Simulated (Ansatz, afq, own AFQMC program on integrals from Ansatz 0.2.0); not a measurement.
**Atomization energy of BGeH, triplet**

```xyz
3

Ge    0.0000    0.0000    1.6897
B     0.0000    0.0000   -0.2506
H     0.0000    0.0000   -1.4391
```

Connectivity, by distances: Ge–BH.

Atoms in their ground-state spins without spin–orbit coupling (mostly on UHF) minus the molecule (UHF), without zero-point energy. The geometry is a stationary point, not shown to be a minimum.

Basis cc-pVDZ. Noble-gas cores (and the filled d shells of Ga–Kr and In–Xe) are frozen. AFQMC by an in-house program on the Cholesky factors that Ansatz 0.2.0 writes for its CCSD(T) run. ph-AFQMC/CISD is guided by a CISD state made of CCSD amplitudes; releasing the constraint for a short imaginary time cuts its bias at the price of noise, slowly where states lie close. Error bars are statistical, one sigma. No spin–orbit coupling. The errors of all members are added in quadrature.

No full CI on the walks' own integrals is used here; CCSDT(Q) serves as the reference and is uncertain by about the last step of the cluster series. Each member takes its own surest rung, up to full CI.

Errors are counted within cc-pVDZ, not against nature.

Cautions: inner d shell frozen; no relativity below Rb; no spin-orbit coupling.

```csv
level,atomization energy (eV)
CCSD,6.428
HF,5.379
```

From these cheaper values, estimate the atomization energy at the reference level in cc-pVDZ.

6.567 eV (CCSDT(Q) in cc-pVDZ).

```tsv
level	atomization energy (eV)	error against CCSDT(Q) (eV)
MP2	6.662	0.095
CCSD(T)	6.540	-0.027
ph-AFQMC/HF	6.568 ± 0.055	0.000 ± 0.055
ph-AFQMC/CISD	6.560 ± 0.008	-0.008 ± 0.008
released AFQMC	6.558 ± 0.009	-0.009 ± 0.009
```

Correlation beyond CCSD(T) adds 0.027 eV. The perturbative (T) step is worth +0.112 eV.

A walk keeps the symmetry of its determinant, which the program's search chose and which needn't be the lowest solution, so a lower state of the same spin and another symmetry isn't excluded. Released energies are given only where the last usable release times agree within the noise; a slower fall can still hide under it.
